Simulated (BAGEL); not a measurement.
# BNH4 (BH2(NH2)) at HF/STO-3G (density fitting with qzvpp-jkfit)

Aim: the energy change on altering one bond length of BNH4 (BH2(NH2)) at HF/STO-3G (density fitting with qzvpp-jkfit), from 2 runs. 

Program for the calculation: BAGEL 1.2.2.

1 further run of the same task is left out (it didn't finish).

**1. The system as given**

BNH4 has 6 atoms, charge 0, and is taken as a singlet. SMILES: `[H]B([H])N`. Geometry: relaxed at GFN2-xTB.

Bond lengths: B1–N4 1.378 Å, B1–H2 1.171 Å, B1–H3 1.171 Å, N4–H5 1.007 Å, N4–H6 1.007 Å. Angles: B1–N4–H5 123.8°, B1–N4–H6 123.7°, H2–B1–N4 118.8°, H3–B1–N4 119.0°, H5–N4–H6 112.5°, H2–B1–H3 122.1°.

**2. A single-point energy at HF/STO-3G (density fitting with qzvpp-jkfit)**

input.json reads:

```json
{ "bagel" : [

{
  "title" : "molecule",
  "basis" : "sto-3g",
  "df_basis" : "qzvpp-jkfit",
  "angstrom" : true,
  "geometry" : [
    { "atom" : "B", "xyz" : [       0.341950,       0.595150,       0.003650 ] },
    { "atom" : "H", "xyz" : [       1.330110,       0.674300,       0.627440 ] },
    { "atom" : "H", "xyz" : [      -0.078600,       1.496820,      -0.614110 ] },
    { "atom" : "N", "xyz" : [      -0.345390,      -0.598720,      -0.003870 ] },
    { "atom" : "H", "xyz" : [      -1.199300,      -0.750580,      -0.515060 ] },
    { "atom" : "H", "xyz" : [      -0.048780,      -1.416960,       0.501960 ] }
  ]
},

{ "title" : "hf" },

{ "title" : "print", "file" : "orbitals.molden", "orbitals" : true }

]}
```

Started as:

```sh
BAGEL_NUM_THREADS=1 BAGEL input.json > input.out
```

Standard output:

```text
* using 1 threads per process

  ===============================================================
  ===============================================================

  *** Geometry ***

  { "atom" : "B", "xyz" : [      0.646192,      1.124671,      0.006898 ] },
  { "atom" : "H", "xyz" : [      2.513544,      1.274242,      1.185690 ] },
  { "atom" : "H", "xyz" : [     -0.148532,      2.828580,     -1.160500 ] },
  { "atom" : "N", "xyz" : [     -0.652693,     -1.131417,     -0.007313 ] },
  { "atom" : "H", "xyz" : [     -2.266349,     -1.418391,     -0.973322 ] },
  { "atom" : "H", "xyz" : [     -0.092181,     -2.677666,      0.948567 ] },

  Number of auxiliary basis functions:      224

  Since a DF basis is specified, we compute 2- and 3-index integrals:
    o Being stored without compression. Storage requirement is 0.000 GB

  Number of basis functions:       14
  Number of electrons      :       16

    * METHOD: MOLECULE                             0.03

  *** RHF ***

  === Nuclear Repulsion ===
    32.5354765644

      * DIIS with orbital gradients will be used.

  === RHF iteration (sto-3g) ===
      0        -80.44474674          0.01561691           0.00
      1        -80.46405115          0.00429602           0.00
      2        -80.46548808          0.00135527           0.00
      3        -80.46562295          0.00013735           0.00
      4        -80.46562538          0.00003016           0.00
      5        -80.46562550          0.00000351           0.00
      6        -80.46562551          0.00000037           0.00
      7        -80.46562551          0.00000007           0.00
      8        -80.46562551          0.00000001           0.00
    * SCF iteration converged.

    * Permanent dipole moment:
           (    0.344658,     0.597450,     0.003427) a.u.

    * METHOD: HF                                   0.04

    * METHOD: PRINT                                0.00

  ===============================================================
```

Run time: 0.22 s. Hardware: 1 thread of Arm Neoverse V2, shared host.

**3. The distorted shape**

input.json reads:

```json
{ "bagel": [

{
  "title": "molecule",
  "basis": "sto-3g",
  "df_basis": "qzvpp-jkfit",
  "angstrom": true,
  "geometry": [
    { "atom": "B", "xyz": [       0.045529,       0.571407,      -0.183470 ] },
    { "atom": "H", "xyz": [       1.330110,       0.674300,       0.627440 ] },
    { "atom": "H", "xyz": [      -0.375021,       1.473077,      -0.801230 ] },
    { "atom": "N", "xyz": [      -0.641811,      -0.622463,      -0.190990 ] },
    { "atom": "H", "xyz": [      -1.495721,      -0.774323,      -0.702180 ] },
    { "atom": "H", "xyz": [      -0.345201,      -1.440703,       0.314840 ] }
  ]
},

{ "title": "hf" },

{ "title": "print", "file": "orbitals.molden", "orbitals": true }

]}
```

Started as:

```sh
BAGEL_NUM_THREADS=1 BAGEL input.json > input.out
```

Standard output:

```text
* using 1 threads per process

  ===============================================================
  ===============================================================

  *** Geometry ***

  { "atom" : "B", "xyz" : [      0.086037,      1.079803,     -0.346708 ] },
  { "atom" : "H", "xyz" : [      2.513544,      1.274242,      1.185690 ] },
  { "atom" : "H", "xyz" : [     -0.708687,      2.783712,     -1.514105 ] },
  { "atom" : "N", "xyz" : [     -1.212847,     -1.176285,     -0.360919 ] },
  { "atom" : "H", "xyz" : [     -2.826503,     -1.463258,     -1.326928 ] },
  { "atom" : "H", "xyz" : [     -0.652335,     -2.722534,      0.594961 ] },

  Number of auxiliary basis functions:      224

  Since a DF basis is specified, we compute 2- and 3-index integrals:
    o Being stored without compression. Storage requirement is 0.000 GB

  Number of basis functions:       14
  Number of electrons      :       16

    * METHOD: MOLECULE                             0.03

  *** RHF ***

  === Nuclear Repulsion ===
    31.7446674700

      * DIIS with orbital gradients will be used.

  === RHF iteration (sto-3g) ===
      0        -80.38343996          0.01801165           0.00
      1        -80.40833457          0.00507441           0.00
      2        -80.41025352          0.00162880           0.00
      3        -80.41043979          0.00013085           0.00
      4        -80.41044153          0.00004101           0.00
      5        -80.41044175          0.00000910           0.00
      6        -80.41044176          0.00000128           0.00
      7        -80.41044176          0.00000016           0.00
      8        -80.41044176          0.00000004           0.00
      9        -80.41044176          0.00000001           0.00
     10        -80.41044176          0.00000000           0.00
    * SCF iteration converged.

    * Permanent dipole moment:
           (    0.448880,     0.611565,     0.067080) a.u.

    * METHOD: HF                                   0.04

    * METHOD: PRINT                                0.00

  ===============================================================
```

Run time: 0.24 s. Hardware: 1 thread of Arm Neoverse V2, shared host.

**4. What came out**

Level: HF/STO-3G (density fitting with qzvpp-jkfit).

| quantity | value |
| --- | --- |
| first shape: total energy | -80.46563 Eh |
| first shape: dipole moment | 1.75 D |
| first shape: HOMO energy | -10.33 eV |
| first shape: LUMO energy | 9.20 eV |
| first shape: HOMO–LUMO gap | 19.54 eV |
| distorted shape: total energy | -80.41044 Eh |
| distorted shape: dipole moment | 1.94 D |
| distorted shape: HOMO energy | -9.81 eV |
| distorted shape: LUMO energy | 9.17 eV |
| distorted shape: HOMO–LUMO gap | 18.98 eV |
| energy change with the B1–H2 bond stretched from 1.171 to 1.523 Å | 1.502 eV |

**Reading.** With the B1–H2 bond stretched from 1.171 to 1.523 Å the energy rises by 1.50 eV (145 kJ/mol). The first shape isn't relaxed at this level, so the change isn't measured from a minimum. The minimal basis adds a large error of its own.
